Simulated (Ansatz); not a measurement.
in.yaml

```yaml
crystal:
  periodic: [false, false, false]
  atoms:
    - {symbol: Cr, position_ang: [0.000000, 0.000000, 0.000000]}
    - {symbol: Si, position_ang: [0.000000, 0.000000, 2.318000]}
basis:
  gaussian: {orbitals: def2-SVP}
total_charge: 1
magnetization: {spin_polarized: false, initial_magnetization: 1}
correlation: {method: ccsdtq, electrons: outside_noble_gas}
```

```sh
$ ansatz run in.yaml --threads 2 --pin off --events-out ev --progress --plain --max-ram 15360MiB --backend cuda --devices 0, --max-vram 18GiB
```

Output:

```
891 factors; integrals over basis functions are off by at most 1.1e-7 eV
mean field evaluation 1: about -36188.4268 eV, gradient 1.1e2 eV
mean field evaluation 2: about -36188.4673 eV, gradient 1.1e2 eV
mean field evaluation 4: about -36226.5517 eV, gradient 1.4e1 eV
mean field evaluation 8: about -36227.6281 eV, gradient 1.5e1 eV
mean field evaluation 16: about -36232.8124 eV, gradient 2.2e0 eV
mean field evaluation 32: about -36232.9125 eV, gradient 8.8e-1 eV
mean field evaluation 64: about -36230.4378 eV, gradient 1.2e0 eV
mean field evaluation 96: about -36228.5739 eV, gradient 1.6e-1 eV
mean field evaluation 128: about -36232.9265 eV, gradient 4.8e-2 eV
mean field evaluation 160: about -36230.7448 eV, gradient 4.9e0 eV
...
cycle 290  -7.83952267 eV  change    2.2e-5 eV  update   9.2e-4
cycle 291  -7.83946186 eV  change    6.1e-5 eV  update   9.2e-4
cycle 292  -7.83939314 eV  change    6.9e-5 eV  update   9.2e-4
cycle 293  -7.83941003 eV  change   -1.7e-5 eV  update   9.2e-4
cycle 294  -7.83950020 eV  change   -9.0e-5 eV  update   9.3e-4
cycle 295  -7.83947002 eV  change    3.0e-5 eV  update   9.2e-4
cycle 296  -7.83954168 eV  change   -7.2e-5 eV  update   9.2e-4
cycle 297  -7.83954319 eV  change   -1.5e-6 eV  update   9.2e-4
cycle 298  -7.83958916 eV  change   -4.6e-5 eV  update   9.2e-4
cycle 299  -7.83964516 eV  change   -5.6e-5 eV  update   9.3e-4
Error: not converged in 300 cycles: update norm 3.341e-3, energy change 1.594e-4 eV, smallest ratio of the change in the update to the step in singles and doubles: 1.2e-2
```

The run gave no result to rely on (not converged).

Ran on 2 threads of AMD EPYC 7R13 with a shared H100 80 GB, shared host: 8.4 min wall, 1 GiB peak host memory.
